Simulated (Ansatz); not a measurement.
Relaxation of BH5O2 (8 atoms, charge 0, multiplicity 1), to a largest force component of 0.03 eV/Å in at most 50 steps.

These are results of RKS B3LYP-D4/def2-SVP (Ansatz 0.2.0), not measurements.

```xyz
8
Properties=species:S:1:pos:R:3:forces:R:3
B 0.056 -0.318 -0.054 -0.03 0.12 -0.33
H -0.022 -0.450 1.138 0.00 -0.23 0.32
H 1.104 -0.102 -0.603 0.00 -0.02 -0.01
O -1.030 -0.528 -0.836 0.04 -0.01 0.01
H -1.825 -0.776 -0.348 0.01 0.01 0.01
O -0.239 2.112 0.845 0.05 -0.56 0.45
H -1.143 2.230 0.526 -0.08 -0.02 0.01
H -0.303 1.362 1.479 0.00 0.70 -0.45
```

Where does it end, and by what steps?

The run converged. The force dipped under the threshold on the way, but the program's further checks kept it going. After 23 steps the energy has fallen by 0.117 eV; H7 moved furthest, 0.66 Å.

| step | energy less start (eV) | largest force component (eV/Å) | accepted |
| --- | --- | --- | --- |
| 0 | 0.0000 | 0.704 | yes |
| 1 | -0.0155 | 1.125 | yes |
| 2 | -0.0220 | 1.055 | yes |
| 3 | -0.0455 | 0.659 | yes |
| 4 | -0.0563 | 0.584 | yes |
| 5 | -0.0677 | 0.361 | yes |
| 6 | -0.0901 | 0.751 | yes |
| 7 | -0.0977 | 0.756 | yes |
| 8 | -0.1044 | 0.242 | yes |
| 9 | -0.0903 | 0.394 | no |
| 10 | -0.1116 | 0.135 | yes |
| 11 | -0.1096 | 0.186 | no |
| 12 | -0.1145 | 0.139 | yes |
| 13 | -0.1149 | 0.059 | yes |
| 14 | -0.1153 | 0.045 | yes |
| 15 | -0.1159 | 0.021 | yes |
| 16 | -0.1150 | 0.245 | no |
| 17 | -0.1163 | 0.029 | yes |
| 18 | -0.1161 | 0.182 | no |
| 19 | -0.1165 | 0.035 | yes |
| 20 | -0.1167 | 0.091 | yes |
| 21 | -0.1166 | 0.177 | no |
| 22 | -0.1171 | 0.028 | yes |
| 23 | -0.1173 | 0.026 | yes |

```xyz
8
Properties=species:S:1:pos:R:3
B 0.036 -0.212 -0.012
H 0.209 -0.798 1.038
H 0.969 0.155 -0.686
O -1.171 -0.314 -0.667
H -1.837 -0.779 -0.149
O -0.162 1.696 0.887
H -0.609 2.149 0.154
H -0.836 1.633 1.580
```

Run time: 34 s on 1 thread of Arm Neoverse V2 (shared host), peak memory 0.11 GiB.
